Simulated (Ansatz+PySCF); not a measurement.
Results of a calculation; reference values are marked as such.
Input for Ansatz (development build ahead of 0.2.0):

```yaml
crystal:
  periodic: [false, false, false]
  atoms:
    - { symbol: O, position_ang: [0.0, 0.0, -0.89121] }
    - { symbol: O, position_ang: [0.0, 0.0, 0.89121] }
basis:
  gaussian: { orbitals: STO-3G }
magnetization:
  spin_polarized: true
  initial_magnetization: 2
hamiltonian:
  xc: pbe0
scf:
  omitted_lower_state_checks: [stability, starts, atomic_configurations, cluster_reference, orbital_swaps, given_window_search, neighbouring_geometries, increment]
```

The input is written out in the form of the current development build from the run's settings.

The run gave:

```json
{
  "Converged": "yes",
  "Total energy": "-147.97646 hartree",
  "Spin squared of the determinant": "2.000",
  "Occupied orbitals by symmetry in an Abelian subgroup (alpha; beta)": "3 Ag 2 B1u 1 B2g 1 B2u 1 B3g 1 B3u; 3 Ag 2 B1u 1 B2u 1 B3u"
}
```

This is not the lowest solution: another run reaches a determinant 0.47 eV lower.
